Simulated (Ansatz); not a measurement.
Reaction (substitution at a C–C bond): `CC(C)CCC(C)C` + H₂S → `CC(C)CS` + `CC(C)C`

Computed with Ansatz on PBE0-D4/def2-TZVP structures; ΔE is electronic, products minus reactants. CBS: MP2 limit from def2 TZ/QZ plus the TZ coupled-cluster correction, frozen cores. This one scheme is used for every species. Functionals use def2-TZVPP. B3LYP here is the variant with VWN-RPA as its local correlation; programs differ in this. One conformer a species, not always the lowest.

```
             level  ΔE (kcal/mol)  difference from CCSD(T)/CBS
            PBE-D4            0.0                         -1.6
           PBE0-D4            0.6                         -1.0
           ωB97X-V            1.2                         -0.4
           ωB97M-V            1.4                         -0.2
            B2PLYP            0.0                         -1.6
               PBE           -1.0                         -2.6
            r2SCAN           -0.1                         -1.7
              PBE0           -0.3                         -1.9
             B3LYP           -0.8                         -2.4
     HF/def2-TZVPP           -0.1                         -1.7
    MP2/def2-TZVPP            1.5                         -0.1
SCS-MP2/def2-TZVPP            1.2                         -0.4
     HF/def2-QZVPP            0.0                         -1.6
    MP2/def2-QZVPP            1.2                         -0.4
SCS-MP2/def2-QZVPP            0.9                         -0.7
    CCSD/CBS(def2)            1.6                          0.0
       CCSD(T)/CBS            1.6                            0
```

Largest T1 diagnostic among the species: 0.009.

In def2-TZVPP, CCSD(T) changes the Hartree–Fock value by +2.1 kcal/mol (the triples alone add −0.0 kcal/mol) and MP2 by +1.5 kcal/mol. The D4 term adds +1.2 kcal/mol with B3LYP and +0.9 kcal/mol with PBE0; it sums over pairs of atoms, weighted by their polarisabilities, and B3LYP, whose exchange is more repulsive, gets the larger term.
